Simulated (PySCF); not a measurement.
Species: C₄H₉S (doublet state).
Geometry (GFN2-xTB, Å), atoms numbered from 1 in this order:
```xyz
14
C4H9S angstrom
C      2.2833   -0.2630    0.3316
S      0.8011   -1.1595    0.9193
C     -0.5008   -0.2210    0.2781
C     -0.5070    1.2630    0.3985
C     -1.8020   -0.9271    0.1244
H      2.4517    0.6216    0.9380
H      2.1500   -0.0032   -0.7135
H      3.1140   -0.9514    0.4472
H      0.4644    1.6960    0.1683
H     -0.7807    1.5809    1.4119
H     -1.2434    1.6802   -0.2874
H     -2.2963   -0.6063   -0.7952
H     -1.6490   -2.0027    0.0852
H     -2.4859   -0.7079    0.9515
```

The hyperfine couplings belong to this conformer and change with its torsions.

The species is `CS[C](C)C` [radical].

The calculation used PySCF, UKS B3LYP, pcH-1 on C H S, non-relativistic, mean-field spin-orbit, GIAO. The structure is a single GFN2-xTB conformer in the gas phase; no vibrational or solvent corrections. A GFN2-xTB geometry isn't a minimum of the functional, and hyperfine couplings can be far from their values at a DFT geometry. The SCF solution wasn't tested for stability.

The Mulliken spin populations are largest on C3 (+0.82), S2 (+0.12), C5 (-0.07) and H10 (+0.06). C3 is the only atom above +0.15. The angles at C3 add up to 355.5°, so it is nearly planar.

**Question.** How do the β-proton couplings of this frozen conformer go with θ, the angle between the C–H bond and the normal to the plane of the spin centre's three neighbours, both seen down the bond from centre to carbon?

**Answer.** 
| β H | on | centre | θ (°) | cos²θ | a (G) |
| --- | --- | --- | --- | --- | --- |
| H9 | C4 | C3 | 58 | 0.28 | +11.02 |
| H10 | C4 | C3 | 1 | 1.00 | +40.76 |
| H11 | C4 | C3 | 63 | 0.21 | +6.14 |
| H12 | C5 | C3 | 41 | 0.57 | +25.96 |
| H13 | C5 | C3 | 79 | 0.03 | +1.42 |
| H14 | C5 | C3 | 20 | 0.88 | +35.05 |

Fitting the Heller–McConnell form a = ρ(B0 + B2 cos²θ), with Mulliken ρ = 0.82, gives B0 = -0.8 G and B2 = 50.8 G, with a largest miss of 2.8 G. By this fit the coupling would be 41.0 G at θ = 0° and -0.6 G at 90°.

**Question.** What would the freely rotating methyl group on C4 show?

**Answer.** Three equal couplings, a 1:3:3:1 quartet. The mean of the three values of this geometry estimates the splitting: 19.3 G, or 54.2 MHz (three bonds 120° apart have a mean cos²θ of 1/2 at any torsion).

Couplings in gauss use g_iso = 2.0039.
